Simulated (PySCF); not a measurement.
methanol (CH₄O), SMILES CO. Heavy atoms are numbered as in [CH3:1][OH:2]. Hydrogens are named by the atom that carries them.

Coordinates come from a B3LYP-D3(BJ)/def2-TZVP optimisation.

Calculation: HF/pcSseg-2 run with PySCF.

GIAO shieldings, no solvent; atoms alike by connectivity are averaged. δ = σ(ref) − σ: ¹³C against TMS (σ = 193.3 ppm); ¹⁷O against H2O (σ = 326.0 ppm); ¹H against TMS (σ = 31.98 ppm), references at their B3LYP-D3(BJ)/def2-TZVP geometries, non-relativistic.

| nucleus | atoms | count | δ (ppm) |
|---|---|---|---|
| ¹³C | C1 (CH3) | 1 | 51.0 |
| ¹⁷O | O2 (OH) | 1 | -11.7 |
| ¹H | H on C1 | 3 | 3.34 |
| ¹H | H on O2 | 1 | 0.49 |
